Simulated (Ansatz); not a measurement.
Ideal-gas functions of ClH5Si2, SMILES `[SiH3][SiH2]Cl` at 298.15 K and 1 bar, from an Ansatz frequency run at PBE0-D4/def2-TZVP.

Molar mass 96.66 g/mol, point group Cs (symmetry number 1), electronic degeneracy 1, moments of inertia 47.129, 224.755, 260.067 u Å². Harmonic wavenumbers (cm⁻¹, unscaled): 103, 118, 351, 411, 509, 550, 586, 703, 800, 876, 932, 933, 945, 2216, 2227, 2232, 2233, 2242.

Use S(trans) = R[1.5 ln M + 2.5 ln T − 1.1517]; rotational temperatures θ = 24.2544 K / I; S(rot) = R[ln(√π/σ · √(T³/θAθBθC)) + 1.5]; for each mode x = 1.438777 ν̃/T, S = R[x/(eˣ − 1) − ln(1 − e⁻ˣ)] and H = RT x/(eˣ − 1); 1 cm⁻¹ = 0.0119627 kJ/mol; R = 8.31446 J/(mol·K).

Q: By hand: the entropy, in J/(mol·K).

A: Translation 165.9. Rotation: θ = 0.5146, 0.1079, 0.0933 K, giving 110.2. Vibration, mode by mode: 14.21, 13.11, 4.86, 3.86, 2.66, 2.28, 1.98, 1.27, 0.87, 0.64, 0.51, 0.51, 0.49, 0.00, 0.00, 0.00, 0.00, 0.00, in all 47.3. Electronic 0.0. Sum 323.4 J/(mol·K).

Q: By hand: H − E and G − E in kJ/mol, counted from the electronic energy.

A: Zero-point energy ½ × 18967 × 0.0119627 = 113.4; thermal vibration 8.0; translation, rotation and pV give 4 RT = 9.9. H − E = 131.3 kJ/mol, and G − E = 131.3 − 298.15 × 323.4/1000 = 34.9 kJ/mol.

Vibration gives 15 % of the entropy, 27.3 J/(mol·K) of it from the modes under 150 cm⁻¹: soft modes count most, and the harmonic formula is weakest for them.
